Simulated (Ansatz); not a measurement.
# C2H: the cost of one run

All numbers are computed with Ansatz 0.2.0 through its Python package. Level of theory: r2SCAN/cc-pVDZ.

### Step 1. The system

Bond lengths: C1–C2 1.205 Å, C1–H3 1.058 Å. Angles: C2–C1–H3 180.0°.

No structure file is read: the coordinates are typed or built in the script.

### Step 2. Script

File freq_c2h.py:

```python
# -*- coding: utf-8 -*-
"""Harmonic frequencies of C2H at its relaxed geometry."""

import itertools

import ansatz
from ase import Atoms
from ase.data import atomic_numbers, covalent_radii
from ase.thermochemistry import IdealGasThermo
import numpy as np

geometry_ang = [
    ("C", [-0.049, -0.0005, 0.0]),
    ("C", [1.1563, 0.0115, 0.0]),
    ("H", [-1.1074, -0.0111, 0.0]),
]
molecule = ansatz.Crystal.molecule()
for symbol, xyz in geometry_ang:
    molecule = molecule.atom(symbol, xyz)

base = (
    molecule.calculation()
    .basis(gaussian="cc-pVDZ")
    .functional("r2scan")
    .spin("collinear", total=1)
)
symbols = [site.symbol for site in molecule.cartesian_sites]
start = np.array([site.position_ang for site in molecule.cartesian_sites], dtype=float)
r = base.relax(force_tolerance=0.003, max_steps=100).run(threads=1).report
end = np.array(r["positions_ang"])

# pairs closer than 1.2 times the sum of covalent radii, before or after
radius = [covalent_radii[atomic_numbers[s]] for s in symbols]
span = lambda where, i, j: np.linalg.norm(where[i] - where[j])
bonded = [(i, j) for i, j in itertools.combinations(range(len(symbols)), 2) if min(span(start, i, j), span(end, i, j)) < 1.2 * (radius[i] + radius[j])]
print("pair        before    after (A)")
for i, j in bonded:
    print(f"{symbols[i]}{i}-{symbols[j]}{j}".ljust(10), f"{span(start, i, j):8.4f} {span(end, i, j):8.4f}")

# same settings at the minimum
minimum = ansatz.Crystal.molecule()
for symbol, place in zip(symbols, end):
    minimum = minimum.atom(symbol, place.tolist())
vibrating = (
    minimum.calculation()
    .basis(gaussian="cc-pVDZ")
    .functional("r2scan")
    .spin("collinear", total=1)
    .phonons(temperatures=(200, 600, 100))
)
vib = vibrating.run(threads=1).report["vibrations"]
sums = vib["harmonic_sums"]
modes = [m["omega_inv_cm"] for m in sums["modes_at_gamma"] if m["rigid_motion"] == "no"]
print("frequencies (1/cm):", " ".join(f"{w:.0f}" for w in modes))
print("imaginary modes:", sum(w < 0 for w in modes), " zero-point energy:", round(sums["zero_point_energy_ev"], 4), "eV")
# rigid rotor and ideal gas, symmetry number taken as one
gas = IdealGasThermo(vib_energies=[w / 8065.544 for w in modes if w > 0], geometry="linear" if len(modes) == 3 * len(symbols) - 5 else "nonlinear",
                     atoms=Atoms(symbols, positions=end), symmetrynumber=1, spin=0.5)
print(f"H(298 K) - E = {gas.get_enthalpy(298.15, verbose=False):.4f} eV")
print(f"S(298 K, 1 bar) = {96485.33 * gas.get_entropy(298.15, 1e5, verbose=False):.1f} J/(mol K) with symmetry number 1")

# all hydrogen replaced by deuterium
heavier = vibrating.phonons(masses={"H": 2.014102}).run(threads=1).report["vibrations"]["harmonic_sums"]
print("deuterated (1/cm):", " ".join(f"{m['omega_inv_cm']:.0f}" for m in heavier["modes_at_gamma"] if m["rigid_motion"] == "no"))
print("zero-point energy falls by", round(sums["zero_point_energy_ev"] - heavier["zero_point_energy_ev"], 4), "eV")
```

### Step 3. What the engine is handed

The engine receives this input (first run):

```yaml
crystal:
  periodic: [false, false, false]
  atoms:
    - { symbol: C, position_ang: [-0.049, -0.0005, 0.0] }
    - { symbol: C, position_ang: [1.1563, 0.0115, 0.0] }
    - { symbol: H, position_ang: [-1.1074, -0.0111, 0.0] }
basis:
  gaussian:
    orbitals: cc-pVDZ
hamiltonian:
  xc: r2scan
magnetization:
  spin_polarized: true
  initial_magnetization: 1.0
relax:
  f_tol: 0.003
  max_steps: 100
```

### Step 4. Running it

The run is started by

```console
$ python freq_c2h.py
```

**Question.** How long does this script take on 1 thread of Arm Neoverse V2, shared host, and how much memory does it need?

About 33 s, with a peak of 0.23 GiB.
